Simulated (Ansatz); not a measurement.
FeP: computed properties

The calculation used DFT PBEsol, scalar-relativistic, plane waves, PAW (Ansatz 0.2.0).

Settings: cutoff 420 eV, Γ-centred mesh 8×12×6 on the computed 8-atom cell, Gaussian smearing of 0.10 eV; collinear spin from starting moments 0.41 0.41 0.41 0.41 0 0 0 0 μB.

The structure is relaxed at this level of theory with its symmetry kept. Whether it is the stable form of this composition wasn't checked.

```xyz
8
Lattice="5.0962 0.0000 0.0000 0.0000 3.0067 0.0000 0.0000 0.0000 5.6990" Properties=species:S:1:pos:R:3 pbc="T T T"
Fe    5.0876    2.2550    1.1468
Fe    0.0085    0.7517    4.5522
Fe    2.5566    0.7517    3.9963
Fe    2.5396    2.2550    1.7027
P     4.1262    2.2550    3.2304
P     0.9700    0.7517    2.4686
P     3.5180    0.7517    0.3809
P     1.5781    2.2550    5.3181
```

Question: Formation energy from the elements' standard states (uncorrected)?

Answer: -0.765 eV/atom.

Question: Density of states at the Fermi level?

Answer: 3.07 states/eV per cell.

Question: Löwdin character within 0.5 eV of the Fermi level?

Answer: Fe 3d 86 %, P 3p 9 %.

Question: Bader charges (e)?

Answer: Fe (4 in the cell) 0.27, P (4 in the cell) -0.27.

Question: Total moment?

Answer: 1.43 μB per cell.

Question: Site moments (μB; atoms counted from 1 over the whole cell)?

Answer: Fe (atom 1) 0.37, Fe (atom 2) 0.37, Fe (atom 3) 0.37, Fe (atom 4) 0.37.

The run saw a state lower than the one given here.

Only this magnetic start was tried.